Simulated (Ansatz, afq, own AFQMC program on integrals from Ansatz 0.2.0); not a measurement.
GeNH2, sextet: AFQMC among the cluster methods

```csv
atom,x (Å),y (Å),z (Å)
Ge,0.0000,0.0000,0.4319
N,0.0000,0.0000,-1.8834
H,0.0000,0.8309,-2.4773
H,0.0000,-0.8309,-2.4773
```

Connectivity, by distances: Ge–NH2.

Basis cc-pVDZ. Only valence electrons are correlated. Ansatz 0.2.0 and our own AFQMC program on the same integrals; the CISD trial comes from CCSD amplitudes, and released means the phaseless constraint is let go. Uncertainties: one standard error, sampling alone. No spin–orbit coupling.

Determinant: ROHF, the one that the program's search chose, which needn't be the lowest solution. The geometry is a PBE0/def2-TZVP stationary point of this or a neighbouring charge and spin state.

No full CI on the walks' own integrals is used here; CCSDT(Q) serves as the reference and is uncertain by about the last step of the cluster series.

Cautions: no relativity below Rb; no spin-orbit coupling; inner d shell frozen; another spin lies lower (by 4.89 eV); CCSDT(Q) on the UHF determinant differs (34 meV lower), by its state or its frozen core.

- T1 diagnostic: 0.0259
- weight of the determinant in the CISD state: 0.908
- size of the correlated space: 11 electrons in 36 orbitals

Reference: CCSDT(Q), correlation energy -5.611 eV. The released energy is read at 2.40 1/Eh (meV from the phaseless value at times in 1/Eh: -11 ± 11 at 0.24, 2 ± 9 at 0.51, -12 ± 9 at 0.99, -19 ± 11 at 1.62, -9 ± 12 at 2.40).

| level | E − E(reference) (kcal/mol) | share of correlation (%) |
| --- | --- | --- |
| HF | 129.39 | 0.00 |
| MP2 | 19.31 | 85.08 |
| CCSD | 3.29 | 97.46 |
| CCSD(T) | 0.60 | 99.53 |
| CCSDT | 0.19 | 99.85 |
| ph-AFQMC/CISD | 0.10 ± 0.24 | 99.92 |
| released AFQMC | -0.11 ± 0.28 | 100.08 |

A walk keeps the symmetry of its determinant, which the program's search chose and which needn't be the lowest solution, so a lower state of the same spin and another symmetry isn't excluded. Released energies are given only where the last usable release times agree within the noise; a slower fall can still hide under it.
